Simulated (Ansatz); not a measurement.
Relaxation of CH₄AlO (7 atoms, charge -1, multiplicity 1), to a largest force component of 0.02 eV/Å in at most 40 steps.

Theory: Ansatz 0.2.0, RKS PBE0/STO-3G.

```xyz
7
Properties=species:S:1:pos:R:3:forces:R:3
C -1.152 0.252 -1.009 0.99 -0.30 0.05
Al 0.218 0.122 0.317 0.69 -0.24 1.30
O 1.581 -0.886 0.229 -3.76 2.28 -0.31
H -2.045 -0.250 -0.554 0.18 0.00 0.02
H -1.467 1.325 -1.038 0.04 -0.01 0.49
H 0.490 0.843 1.821 -0.14 -0.51 -1.66
H 2.374 -1.406 0.233 2.01 -1.23 0.11
```

Where does it end, and by what steps?

The forces met the threshold. Limits of this set-up: minimal basis, an anion without diffuse functions, the dipole of an ion depends on the origin. After 12 steps the energy has fallen by 2.371 eV; H4 moved furthest, 0.89 Å.

```json
{"step": "0", "energy less start (eV)": "0.0000", "largest force component (eV/Å)": "3.763", "accepted": "yes"}
{"step": "1", "energy less start (eV)": "-0.4112", "largest force component (eV/Å)": "0.904", "accepted": "yes"}
{"step": "2", "energy less start (eV)": "-0.5742", "largest force component (eV/Å)": "1.218", "accepted": "yes"}
{"step": "3", "energy less start (eV)": "-0.7370", "largest force component (eV/Å)": "1.500", "accepted": "yes"}
{"step": "4", "energy less start (eV)": "-1.1125", "largest force component (eV/Å)": "2.470", "accepted": "yes"}
{"step": "5", "energy less start (eV)": "-1.7585", "largest force component (eV/Å)": "2.146", "accepted": "yes"}
{"step": "6", "energy less start (eV)": "-1.9511", "largest force component (eV/Å)": "3.132", "accepted": "yes"}
{"step": "7", "energy less start (eV)": "-2.3268", "largest force component (eV/Å)": "0.635", "accepted": "yes"}
{"step": "8", "energy less start (eV)": "-2.3504", "largest force component (eV/Å)": "0.886", "accepted": "yes"}
{"step": "9", "energy less start (eV)": "-2.3608", "largest force component (eV/Å)": "0.547", "accepted": "yes"}
{"step": "10", "energy less start (eV)": "-2.3702", "largest force component (eV/Å)": "0.075", "accepted": "yes"}
{"step": "11", "energy less start (eV)": "-2.3713", "largest force component (eV/Å)": "0.025", "accepted": "yes"}
{"step": "12", "energy less start (eV)": "-2.3713", "largest force component (eV/Å)": "0.005", "accepted": "yes"}
```

```xyz
7
Properties=species:S:1:pos:R:3
C -1.198 0.358 -0.577
Al 0.299 0.113 0.285
O 1.345 -1.290 0.022
H -1.612 -0.311 -1.332
H -1.856 1.216 -0.429
H 0.916 1.018 1.350
H 2.106 -1.105 0.680
```

Run time: 9.5 s on 1 thread of Arm Neoverse V2 (shared host), peak memory 0.11 GiB.
